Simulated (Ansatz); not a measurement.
The first iterations of a band of FH3OSi (6 atoms, charge 0, multiplicity 1).

These are results of RKS r2SCANh-D4/def2-SVP in Ansatz, not measurements.

| Property | Result |
| --- | --- |
| movable images | 7 |
| climbing image | yes |
| spring | 5.0 eV/Å² |
| optimiser | quadratic models (default) |
| start path | straight line |
| force threshold | 0.05 eV/Å |
| iteration limit | 60 |
| end points | relaxed |

Image 0:

```xyz
6
Properties=species:S:1:pos:R:3
Si 0.116 0.036 0.219
H 0.164 0.124 1.700
F 1.637 -0.255 -0.258
H -0.350 1.279 -0.426
O -0.886 -1.161 -0.297
H -0.787 -2.039 0.081
```

Image 8:

```xyz
6
Properties=species:S:1:pos:R:3
Si -0.877 -0.081 0.231
H 1.187 0.163 1.905
F 1.401 0.271 1.008
H -0.578 1.088 -0.703
O -0.540 -1.287 -0.886
H -0.699 -2.170 -0.536
```

| iteration | highest image above the first end (eV) | largest band force component (eV/Å) |
| --- | --- | --- |
| 1 | 4.625 | 5.082 |
| 2 | 4.274 | 4.668 |
| 3 | 3.717 | 6.839 |

Does the band converge within its limit, and where does its top end?

The run converged. It ended after 11 iterations with the highest image 3.659 eV above the first end. Neighbouring images differ by up to 1.4 eV, so the band resolves the path poorly. Another band between the same ends (7 images) ends at a top of the same energy, where a vibrational analysis finds 1 clearly imaginary mode. The orbitals stay closed-shell, which can raise the energy where a bond breaks towards radicals; this wasn't checked here.

Time of the run: 89 s on 1 thread of Intel(R) Xeon(R) 6975P-C (Granite Rapids), on a shared host, peak memory 0.13 GiB.
